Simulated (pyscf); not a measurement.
**Addition across a multiple bond or ene-type step: `[O]=[Nb](=[O])[Cl]` + `[OH2]` -> `[O]=[Nb]([OH])([OH])[Cl]`**

Gas phase, singlet surface, charge 0. Bonds broken: O5–H6. Bonds formed: O1–H6, Nb2–O5. PySCF, gas phase, ωB97X-D3(BJ)/def2-SVP geometries.

Transition state (Å):

```xyz
7

O     -0.5591     0.4228     1.2343
Nb    -0.3214     0.0927    -0.5041
O      1.3213    -0.1294    -0.8260
Cl    -1.3471     1.5158    -2.0285
O     -1.3366    -1.5736     0.2548
H     -1.1121    -0.7397     1.1282
H     -0.9946    -2.4620     0.4150
```

One imaginary mode, 1558i cm⁻¹; descent along it reached the two sides named, in the forms told below.

```csv
bond,change,reactant side (Å),saddle,product side
O5–H6,breaks,0.969,1.228,3.9
O1–H6,forms,3.1,1.292,0.963
Nb2–O5,forms,2.209,2.094,1.882
```

Electronic energies relative to the separated reactants (kJ/mol):

| level | barrier | reaction energy | reverse barrier |
|---|---|---|---|
| ωB97X-D3(BJ)/def2-TZVP | -96.0 | -310.1 | 214.1 |
| PBE/def2-TZVP | -93.4 | -282.4 | 189.0 |
| r²SCAN/def2-TZVP | -102.5 | -303.9 | 201.4 |
| B3LYP-D3(BJ)/def2-TZVP | -91.1 | -302.2 | 211.2 |
| PBE0-D3(BJ)/def2-TZVP | -96.9 | -301.4 | 204.6 |
| M06-2X/def2-TZVP | -96.1 | -309.5 | 213.4 |
| ωB97M-D3(BJ)/def2-TZVP | -87.1 | -299.6 | 212.5 |
| HF/def2-TZVP | -57.3 | -325.1 | 267.7 |

With ωB97M-D3(BJ)/def2-TZVP energies and thermal terms (ideal gas, 1 atm, RRHO with modes under 100 cm⁻¹ raised to 100, one conformer, R ln 2 for chiral ones without a mode under 150 cm⁻¹), in kJ/mol:

| T (K) | ΔH‡ | ΔG‡ | ΔH | ΔG |
|---|---|---|---|---|
| 298 | -94.3 | -47.1 | -296.9 | -252.6 |
| 600 | -93.4 | 0.5 | -292.1 | -209.5 |
| 900 | -90.5 | 46.9 | -286.5 | -169.4 |
| 1200 | -87.0 | 92.2 | -281.1 | -131.1 |

On the reactant side the descent ends in an adduct with a Nb–O contact, 167.0 kJ/mol under the separated species and 71.0 kJ/mol under the saddle at ωB97X-D3(BJ)/def2-TZVP. At ωB97X-D3(BJ)/def2-TZVP, PBE, r²SCAN, B3LYP-D3(BJ), PBE0-D3(BJ), M06-2X, ωB97M-D3(BJ)/def2-TZVP, HF the saddle lies under the separated reactants, which points to a path from their complex (located at ωB97X-D3(BJ) alone). What is counted as formed (Nb–O) is already present as a longer contact in the reactant adduct; forming that adduct is a step of its own. At the saddle there is also a short H–Nb contact that neither side keeps. This is the saddle that the search found; another between the same sides may lie lower. Elements past Kr carry the def2 core potentials, without spin-orbit coupling.
